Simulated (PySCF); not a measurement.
Molecule: `InChI=1S/C3H7Cl/c1-2-3-4/h2-3H2,1H3`.

Cartesian coordinates in Å; atom numbers follow the order of the lines, from 1:
```xyz
11

C    -1.2738   -0.0336    0.4070
C    -0.0175   -0.5058   -0.3165
C     1.1287    0.4652   -0.0896
Cl    2.6007   -0.0856   -0.9358
H    -1.0948    0.0397    1.4773
H    -2.0874   -0.7347    0.2417
H    -1.5815    0.9434    0.0416
H     0.2693   -1.4941    0.0471
H    -0.2149   -0.5865   -1.3868
H     1.3829    0.5390    0.9680
H     0.8936    1.4558   -0.4799
```

Frames of a GFN2-xTB Langevin trajectory at 200 K; GIAO PBE0/pcSseg-1 shieldings in PySCF 2.14.0 with density-fitted response routines, gas phase, non-relativistic; equivalent atoms averaged within each frame.

Shifts are taken against calculated references (same method and geometry level): 13C (186.93 ppm) and 1H (31.72 ppm) against TMS; HCl for 35Cl (949.78 ppm). The references are static minima.

Question: How do the shifts (ppm) fluctuate along the trajectory?

Answer: 
| time (fs) | C3 | C2 | C1 | Cl4 | H10/H11 | H8/H9 | H5/H6/H7 |
| --- | --- | --- | --- | --- | --- | --- | --- |
| optimised geometry | 51.9 | 32.2 | 14.2 | 96 | 3.38 | 1.74 | 0.98 |
| 250 | 61.8 | 32.8 | 11.6 | 162 | 3.82 | 1.55 | 0.83 |
| 425 | 51.1 | 35.5 | 16.4 | 68 | 3.64 | 2.00 | 1.46 |
| 625 | 54.8 | 30.3 | 10.9 | 119 | 2.85 | 1.53 | 0.79 |
| 800 | 52.6 | 30.0 | 11.9 | 109 | 3.65 | 1.77 | 0.72 |
| 1000 | 57.8 | 30.5 | 17.3 | 132 | 3.49 | 1.47 | 1.33 |
| mean of frames | 55.6 | 31.8 | 13.6 | 118 | 3.49 | 1.66 | 1.03 |
| standard deviation | 4.3 | 2.4 | 3.0 | 35 | 0.38 | 0.22 | 0.34 |

5 frames give an uncertainty of the mean of about the standard deviation over 2.2 at best, since frames this close in time may not be independent; classical motion lacks zero-point vibration, and the reference would need the same averaging.
